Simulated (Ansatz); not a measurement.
The input, for Ansatz 0.2.0:

```yaml
crystal:
  periodic: [false, false, false]
  atoms:
    - {symbol: Si, position_ang: [0.000000, 0.012824, 1.157125]}
    - {symbol: Mg, position_ang: [0.000000, -0.079032, -1.376965]}
    - {symbol: H, position_ang: [0.000000, 1.548403, 0.961068]}
basis:
  gaussian: {orbitals: 6-31G}
magnetization: {spin_polarized: true, initial_magnetization: 1}
correlation: {method: ccsdtq, electrons: outside_noble_gas}
```

```sh
$ ansatz run in.yaml --threads 1 --pin off --events-out ev --progress --plain --max-ram 2393MiB
```

(1) Roughly how long does this take on 1 thread of Intel Xeon, shared host, and how much host memory?

```
561 factors; integrals over basis functions are off by at most 1.5e-7 eV
mean field evaluation 1: about -13305.7123 eV, gradient 4.4e0 eV
mean field evaluation 2: about -13305.7209 eV, gradient 4.4e0 eV
mean field evaluation 4: about -13306.0469 eV, gradient 6.8e-1 eV
mean field evaluation 8: about -13306.0244 eV, gradient 1.5e-1 eV
mean field evaluation 16: about -13306.5217 eV, gradient 2.5e-6 eV
mean field evaluation 32: about -13306.0246 eV, gradient 2.4e-3 eV
mean field evaluation 64: about -13306.1476 eV, gradient 5.6e-1 eV
mean field evaluation 96: about -13306.1703 eV, gradient 3.1e-2 eV
mean field evaluation 128: about -13306.1615 eV, gradient 1.4e-1 eV
mean field evaluation 160: about -13306.1695 eV, gradient 8.1e-2 eV
...
mean field -13306.52174890 eV, -489.0056547875 hartree, gradient 2.4e-6 eV, S^2 1.481271; 12 other end points of the search recorded, 0 dependent functions left out
determinant -13306.52174890 eV, -489.0056547875 hartree, with singles and doubles -13308.40288365 eV, -489.0747852147 hartree
determinant -13306.17056538 eV, -488.9927490315 hartree, with singles and doubles -13308.37553418 eV, -489.0737801400 hartree
determinant -13305.78441331 eV, -488.9785582047 hartree, with singles and doubles -13307.75094709 eV, -489.0508269881 hartree
determinant -13305.35383877 eV, -488.9627348820 hartree, with singles and doubles -13307.04154485 eV, -489.0247569365 hartree
determinant -13303.82194269 eV, -488.9064387396 hartree, with singles and doubles -13306.20056290 eV, -488.9938514197 hartree
determinant -13306.52174890 eV, -489.0056547875 hartree, with singles and doubles -13308.44129808 eV, -489.0761969189 hartree
determinant -13306.17056538 eV, -488.9927490315 hartree, with singles and doubles -13308.42358783 eV, -489.0755460792 hartree
determinant -13306.02460422 eV, -488.9873850578 hartree, with singles and doubles -13308.46078264 eV, -489.0769129631 hartree
10 core orbitals not correlated: weight in the atoms' cores, before any rotation towards them, 1.000 or more for the frozen orbitals, at most 0.000 for the correlated occupied ones
reference -13306.52174890 eV, -489.0056547875 hartree; 4, 3 occupied and 14, 15 virtual orbitals, 561 factors
second order -1.15280271 eV of doubles, -0.00000000 eV of singles
...
cycle  24  -2.04723182 eV  change   -6.3e-6 eV  update   3.7e-6
cycle  25  -2.04723693 eV  change   -5.1e-6 eV  update   2.5e-6
cycle  26  -2.04723835 eV  change   -1.4e-6 eV  update   1.4e-6
cycle  27  -2.04723829 eV  change    6.7e-8 eV  update   8.8e-7
cycle  28  -2.04723769 eV  change    5.9e-7 eV  update   6.7e-7
cycle  29  -2.04723734 eV  change    3.5e-7 eV  update   3.9e-7
cycle  30  -2.04723698 eV  change    3.7e-7 eV  update   3.1e-7
cycle  31  -2.04723682 eV  change    1.6e-7 eV  update   2.5e-7
cycle  32  -2.04723663 eV  change    1.8e-7 eV  update   2.1e-7
cycle  33  -2.04723648 eV  change    1.5e-7 eV  update   1.6e-7
Total energy: -13308.56898538 eV, -489.0808893406 hartree
```

The determinant's ⟨S²⟩ is 1.48 against 0.75 for a pure state. The T1 diagnostic is 0.121.

For the same geometry and basis full CI lies 0.4 meV lower.

Results:

(1) 30 s wall and 0.19 GiB.
